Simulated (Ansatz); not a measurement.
Consider the formal loss of a carbene: `CC(C)CCS` → `[CH2]` (triplet) + `CC(C)CS`.

Calculated with Ansatz (gas phase, PBE0-D4/def2-TZVP geometries, no zero-point term in ΔE). CCSD(T)/CBS adds triple-zeta CCSD(T) − MP2 to the extrapolated MP2 energy (def2 sets, frozen cores). This one scheme is used for every species. DFT in def2-TZVPP. B3LYP here is the variant with VWN-RPA as its local correlation; programs differ in this. Triplets are unrestricted, without spin–orbit coupling. One conformer a species, not always the lowest.

`CC(C)CCS`:

```xyz
18

C    -0.026    1.570   -1.305
C     0.051    0.202   -0.644
C    -1.108   -0.679   -1.086
C     0.106    0.360    0.872
C     0.250   -0.922    1.674
S     1.720   -1.913    1.290
H    -0.017    1.483   -2.394
H    -0.948    2.090   -1.022
H     0.815    2.203   -1.012
H     0.982   -0.282   -0.960
H    -1.158   -0.736   -2.176
H    -1.014   -1.701   -0.713
H    -2.063   -0.275   -0.732
H    -0.810    0.864    1.210
H     0.934    1.031    1.130
H     0.243   -0.706    2.744
H    -0.586   -1.600    1.486
H     2.629   -0.987    1.637
```

`[CH2]` (triplet):

Z-matrix (Å, degrees):
```
C
H 1 1.079
H 1 1.079 2 134.9
```

`CC(C)CS`:

```xyz
15

C    -0.967    0.642    0.798
C    -0.291   -0.088   -0.350
C     0.200    0.894   -1.406
C     0.877   -0.945    0.123
S     0.456   -2.334    1.207
H    -1.383   -0.056    1.528
H    -1.786    1.266    0.434
H    -0.256    1.295    1.315
H    -1.025   -0.760   -0.812
H    -0.625    1.498   -1.792
H     0.662    0.378   -2.251
H     0.943    1.579   -0.985
H     1.361   -1.419   -0.736
H     1.636   -0.328    0.612
H     0.198   -1.623    2.315
```

```
             level  ΔE (kcal/mol)  difference from CCSD(T)/CBS
            PBE-D4          104.9                          1.1
         r2SCAN-D4           98.0                         -5.8
           PBE0-D4          103.0                         -0.8
          B3LYP-D4          101.7                         -2.1
           ωB97X-V          106.3                          2.5
           ωB97M-V          104.3                          0.5
            B2PLYP          100.9                         -2.9
               PBE          103.0                         -0.8
            r2SCAN           97.4                         -6.4
              PBE0          101.4                         -2.4
             B3LYP           98.7                         -5.1
     HF/def2-TZVPP           67.8                        -36.0
    MP2/def2-TZVPP          104.4                          0.6
SCS-MP2/def2-TZVPP          104.3                          0.5
   CCSD/def2-TZVPP           98.5                         -5.3
CCSD(T)/def2-TZVPP          101.2                         -2.6
     HF/def2-QZVPP           67.8                        -36.0
    MP2/def2-QZVPP          105.8                          2.0
SCS-MP2/def2-QZVPP          106.1                          2.3
      HF/CBS(def2)           67.7                        -36.1
     MP2/CBS(def2)          106.9                          3.1
    CCSD/CBS(def2)          101.1                         -2.7
       CCSD(T)/CBS          103.8                            0
```

Largest T1 diagnostic among the species: 0.011.

From PBE to PBE0 (25 % exact exchange), in def2-TZVPP and without D4, ΔE moves by −1.6 kcal/mol. In def2-TZVPP, CCSD(T) changes the Hartree–Fock value by +33.4 kcal/mol (the triples alone add +2.7 kcal/mol) and MP2 by +36.6 kcal/mol.
